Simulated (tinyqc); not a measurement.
Pariser-Parr-Pople SCF with singles CI, for the molecule c1ccccc1 (SMILES; centres numbered as the heavy atoms are written), step by step. Computed by tinyqc, a small Python program that keeps every step. Settings: charge = 0, gamma = Ohno, start = core, damping = 0, iteration cap = 90, excitations kept = 9. Command: `OMP_NUM_THREADS=1 python tinyqc.py 28186 28187 out.jsonl` (the two numbers bound the seeds that draw the settings). One thread of a shared host (Intel(R) Xeon(R) Processor @ 2.60GHz), about 0.01 s of CPU time with the checks. Later iterations appear only in the table of the cycle.

## PPP integrals

Centres (angstrom, eV; a flat drawing with bonds scaled to 1.40 angstrom):
```
centre          x          y  core charge z          W   gamma_rr
1C       1.400000   0.000000              1  11.160000  11.130000
2C       0.700000   1.212000              1  11.160000  11.130000
3C      -0.700000   1.212000              1  11.160000  11.130000
4C      -1.400000   0.000000              1  11.160000  11.130000
5C      -0.700000  -1.212000              1  11.160000  11.130000
6C       0.700000  -1.212000              1  11.160000  11.130000
```

Resonance integrals (eV):
```
i  j       beta
1  2  -2.280000
2  3  -2.280000
3  4  -2.280000
4  5  -2.280000
5  6  -2.280000
6  1  -2.280000
```

Ohno: gamma = 14.399645/sqrt(R^2 + a^2), a = 2 x 14.399645/(gamma_rr + gamma_ss); H_rr = -W_r - sum_(s != r) z_s gamma_rs; H_rs = beta for bonds.

repulsion gamma_rs (eV), lower triangle:
```
           1C         2C         3C         4C         5C         6C
1C  11.130000
2C   7.554960  11.130000
3C   5.239602   7.553862  11.130000
4C   4.668463   5.239602   7.554960  11.130000
5C   5.239602   4.669500   5.240702   7.554960  11.130000
6C   7.554960   5.240702   4.669500   5.239602   7.553862  11.130000
```

core matrix H (eV), lower triangle:
```
            1C          2C          3C          4C          5C          6C
1C  -41.417587
2C   -2.280000  -41.418626
3C    0.000000   -2.280000  -41.418626
4C    0.000000    0.000000   -2.280000  -41.417587
5C    0.000000    0.000000    0.000000   -2.280000  -41.418626
6C   -2.280000    0.000000    0.000000    0.000000   -2.280000  -41.418626
```

## Starting guess

pi electrons, sum of z_r less the charge = 6

Orbitals of the core matrix H.

P at the start, lower triangle:
```
           1C         2C         3C         4C        5C        6C
1C   0.999865
2C   0.666667   1.000067
3C  -0.000034   0.666667   1.000067
4C  -0.333333  -0.000034   0.666667   0.999865
5C  -0.000034  -0.333333   0.000067   0.666667  1.000067
6C   0.666667   0.000067  -0.333333  -0.000034  0.666667  1.000067
```

## Iteration 1: Fock matrix

F_rr = H_rr + P_rr gamma_rr / 2 + sum_(s != r) P_ss gamma_rs; F_rs = H_rs - P_rs gamma_rs / 2; E = tr P (H + F) / 2 + core repulsion sum_(r<s) z_r z_s gamma_rs.

F (eV), lower triangle:
```
           1C         2C         3C         4C         5C         6C
1C  -5.594654
2C  -4.798320  -5.595173
3C   0.000088  -4.797954  -5.595173
4C   0.778077   0.000088  -4.798320  -5.594654
5C   0.000088   0.778250  -0.000177  -4.798320  -5.595173
6C  -4.798320  -0.000177   0.778250   0.000088  -4.797954  -5.595173
```

pi energy = -79.355984 eV

## Iteration 1: orbitals and new P

Diagonalise F (the basis is taken as orthonormal) and form P = 2 sum c c over the lowest orbitals.

orbital energies (eV): -14.413203  -11.171581  -11.171200  -0.018792  -0.018427  3.223204

P after iteration 1, lower triangle:
```
           1C         2C         3C         4C        5C        6C
1C   0.999952
2C   0.666675   1.000024
3C  -0.000012   0.666650   1.000024
4C  -0.333300  -0.000012   0.666675   0.999952
5C  -0.000012  -0.333350   0.000024   0.666675  1.000024
6C   0.666675   0.000024  -0.333350  -0.000012  0.666650  1.000024
```

## Iteration 2: Fock matrix

As before.

F (eV), lower triangle:
```
           1C         2C         3C         4C         5C         6C
1C  -5.594876
2C  -4.798351  -5.595062
3C   0.000032  -4.797891  -5.595062
4C   0.778000   0.000032  -4.798351  -5.594876
5C   0.000032   0.778289  -0.000063  -4.798351  -5.595062
6C  -4.798351  -0.000063   0.778289   0.000032  -4.797891  -5.595062
```

pi energy = -79.355984 eV

## Iteration 2: orbitals and new P

As before.

orbital energies (eV): -14.413204  -11.171602  -11.171179  -0.018819  -0.018401  3.223204

P after iteration 2, lower triangle:
```
           1C         2C         3C         4C        5C        6C
1C   0.999983
2C   0.666678   1.000009
3C  -0.000004   0.666644   1.000009
4C  -0.333287  -0.000004   0.666678   0.999983
5C  -0.000004  -0.333356   0.000009   0.666678  1.000009
6C   0.666678   0.000009  -0.333356  -0.000004  0.666644  1.000009
```

## Iteration 3: Fock matrix

As before.

F (eV), lower triangle:
```
           1C         2C         3C         4C         5C         6C
1C  -5.594956
2C  -4.798364  -5.595022
3C   0.000011  -4.797867  -5.595022
4C   0.777969   0.000011  -4.798364  -5.594956
5C   0.000011   0.778304  -0.000023  -4.798364  -5.595022
6C  -4.798364  -0.000023   0.778304   0.000011  -4.797867  -5.595022
```

pi energy = -79.355984 eV

## Iteration 3: orbitals and new P

As before.

orbital energies (eV): -14.413204  -11.171611  -11.171170  -0.018829  -0.018390  3.223204

P after iteration 3, lower triangle:
```
           1C         2C         3C         4C        5C        6C
1C   0.999994
2C   0.666680   1.000003
3C  -0.000002   0.666641   1.000003
4C  -0.333282  -0.000002   0.666680   0.999994
5C  -0.000002  -0.333359   0.000003   0.666680  1.000003
6C   0.666680   0.000003  -0.333359  -0.000002  0.666641  1.000003
```

## Convergence

Stop when output and input P, before any damping, agree to 1e-7.

Course of the cycle:
```
iteration        E (eV)  largest |P(out) - P(in)|
1          -79.35598400                  8.65e-05
2          -79.35598420                  3.10e-05
3          -79.35598422                  1.11e-05
4          -79.35598422                  3.99e-06
5          -79.35598422                  1.43e-06
6          -79.35598422                  5.13e-07
7          -79.35598422                  1.84e-07
8          -79.35598422                  6.59e-08
```

Converged in 8 iterations.

## Converged orbitals

Charges are z - P_rr.

orbital energies (eV): -14.413204  -11.171616  -11.171165  -0.018835  -0.018384  3.223204

coefficients:
```
         MO1        MO2        MO3        MO4        MO5        MO6
1C  0.408265   0.577338   0.000000   0.000000   0.577338   0.408265
2C  0.408240   0.288687   0.500000   0.500000  -0.288687  -0.408240
3C  0.408240  -0.288687   0.500000  -0.500000  -0.288687   0.408240
4C  0.408265  -0.577338   0.000000   0.000000   0.577338  -0.408265
5C  0.408240  -0.288687  -0.500000   0.500000  -0.288687   0.408240
6C  0.408240   0.288687  -0.500000  -0.500000  -0.288687  -0.408240
```

pi charges: 1C 0.000000, 2C 0.000000, 3C 0.000000, 4C 0.000000, 5C 0.000000, 6C 0.000000

## Singles CI, singlets

Over the 9 single excitations with the smallest orbital gaps: A = (e_a - e_i) delta + 2 (ia|jb) - (ij|ab), with (pq|rs) = sum c_mp c_mq gamma_mn c_nr c_ns. f = 2/3 w |mu|^2 in atomic units, mu = sqrt2 sum c_ia sum_m c_mi c_ma R_m.

singlet CI matrix (eV), lower triangle:
```
          3>4        3>5       2>4        2>5       3>6       1>4        1>5       2>6
3>4  6.077483
3>5  0.000000   5.967464
2>4  0.000000  -1.211965  5.967464
2>5  1.102660   0.000000  0.000000   6.077903
3>6  0.000000   0.000000  0.000000   0.000000  8.497889
1>4  0.000000   0.000000  0.000000   0.000000  0.460613  8.497889
1>5  0.000000   0.000000  0.000000   0.000000  0.000000  0.000000   8.498267
2>6  0.000000   0.000000  0.000000   0.000000  0.000000  0.000000  -0.461483  8.498267
1>6  0.851676   0.000000  0.000000  -0.852417  0.000000  0.000000   0.000000  0.000000

           1>6
1>6  11.348892
```

singlet excitation energies (eV): 4.754839  4.755499  7.179429  7.180353  8.036783  8.037276  8.958501  8.959750  11.569086

oscillator strengths: 0.000000  0.000000  1.230341  1.231183  0.000000  0.000000  0.000000  0.000000  0.000000

## Singles CI, triplets

Over the 9 single excitations with the smallest orbital gaps: A = (e_a - e_i) delta - (ij|ab), with (pq|rs) = sum c_mp c_mq gamma_mn c_nr c_ns.

triplet CI matrix (eV), lower triangle:
```
          3>4       3>5       2>4        2>5       3>6       1>4        1>5       2>6
3>4  4.003813
3>5  0.000000  4.505067
2>4  0.000000  0.250432  4.505067
2>5  0.250432  0.000000  0.000000   4.004988
3>6  0.000000  0.000000  0.000000   0.000000  7.496284
1>4  0.000000  0.000000  0.000000   0.000000  1.462217  7.496284
1>5  0.000000  0.000000  0.000000   0.000000  0.000000  0.000000   7.496810
2>6  0.000000  0.000000  0.000000   0.000000  0.000000  0.000000  -1.462940  7.496810
1>6  1.462217  0.000000  0.000000  -1.462940  0.000000  0.000000   0.000000  0.000000

           1>6
1>6  10.738361
```

triplet excitation energies (eV): 3.187383  4.254636  4.254833  4.755499  6.033870  6.034068  8.958501  8.959750  11.304946
